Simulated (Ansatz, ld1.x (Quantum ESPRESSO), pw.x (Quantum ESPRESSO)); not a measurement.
**pw.x on fcc Al: one setting changed**

Potential: norm-conserving Troullier–Martins (Kleinman–Bylander form), ld1.x (Quantum ESPRESSO) 7.5, LDA (PW92); core [Ne], reference 3s2 3p1; waves: 3s (bound): rc 1.95 bohr; 3p (bound): rc 2.55 bohr; 3d channel at -0.1 Ry: rc 2.15 bohr; local part: all-electron potential smoothed inside 1.50 bohr (lloc = -2); core correction: a·sin(br)/r model core inside 1.70 bohr.

The reference run (k-mesh 14³, cutoffs 50/200 Ry, Fermi–Dirac 0.01 Ry, mixing_beta 0.4, conv_thr 1e-9, no spin) gives -1.15 GPa at 15.842 Å³/atom, where all-electron LAPW gives -0.23 GPa. This run, with its own iteration cap, changes tot_charge to -2, a wrong or extreme entry chosen on purpose.

```
&control
  calculation='scf', prefix='x', pseudo_dir='./', outdir='./tmp', tstress=.true., disk_io='none'
/
&system
  ibrav=0, nat=1, ntyp=1, ecutwfc=50, ecutrho=200, nbnd=8,
  occupations='smearing', smearing='fd', degauss=0.01, tot_charge=-2
/
&electrons
  conv_thr=1e-09, mixing_beta=0.4, electron_maxstep=70
/
ATOMIC_SPECIES
Al 1.0 Al.UPF
CELL_PARAMETERS angstrom
  0.00000000 1.99339488 1.99339488
  1.99339488 0.00000000 1.99339488
  1.99339488 1.99339488 0.00000000
ATOMIC_POSITIONS crystal
Al 0.0000 0.0000 0.0000
K_POINTS automatic
14 14 14 0 0 0
```

```bash
pw.x < Al.scf.in > Al.scf.out
```

Problem. How does the run end?

Solution. It converges in 6 iterations; the free energy moves by +19.35 eV/atom and the pressure by +242.01 GPa. The cell is charged against a uniform background, so energy and pressure depend on the zero of the potential and are not those of the crystal.

```
Message from routine setup:
     using ibrav=0 with symmetry is DISCOURAGED, use correct ibrav instead
     lattice parameter (alat)  =       5.3273  a.u.
     unit-cell volume          =     106.9071 (a.u.)^3
     number of electrons       =         5.00
     number of Kohn-Sham states=            8
     kinetic-energy cutoff     =      50.0000  Ry
     charge density cutoff     =     200.0000  Ry
     scf convergence threshold =      1.0E-09
     Exchange-correlation= PW
     number of k points=   104  Fermi-Dirac smearing, width (Ry)=  0.0100
     iteration #  1     ecut=    50.00 Ry     beta= 0.40
     total energy              =      -3.02021906 Ry
     estimated scf accuracy    <       0.01158677 Ry
     iteration #  2     ecut=    50.00 Ry     beta= 0.40
     total energy              =      -3.01877181 Ry
     estimated scf accuracy    <       0.00317093 Ry
     iteration #  3     ecut=    50.00 Ry     beta= 0.40
     total energy              =      -3.01900332 Ry
     estimated scf accuracy    <       0.00000963 Ry
     iteration #  4     ecut=    50.00 Ry     beta= 0.40
     total energy              =      -3.01900627 Ry
     estimated scf accuracy    <       0.00000004 Ry
     iteration #  5     ecut=    50.00 Ry     beta= 0.40
     total energy              =      -3.01900627 Ry
     estimated scf accuracy    <          6.2E-09 Ry
     iteration #  6     ecut=    50.00 Ry     beta= 0.40
     the Fermi energy is    11.1698 ev
!    total energy              =      -3.01900627 Ry
     estimated scf accuracy    <          3.8E-11 Ry
     smearing contrib. (-TS)   =      -0.00190872 Ry
     The total energy is F=E-TS. E is the sum of the following terms:
     one-electron contribution =       5.94736307 Ry
     hartree contribution      =       0.01680524 Ry
     xc contribution           =      -3.50421735 Ry
     ewald contribution        =      -5.47704851 Ry
     convergence has been achieved in   6 iterations
          total   stress  (Ry/bohr**3)                   (kbar)     P=     2408.58
     Message from routine punch:
     Nothing written, as per user request (disk_io='none')
```

The run took about 4.5 s on one core of a shared host (Intel(R) Xeon(R) Platinum 8375C CPU @ 2.90GHz, 96 threads, 744 GiB, load 56).
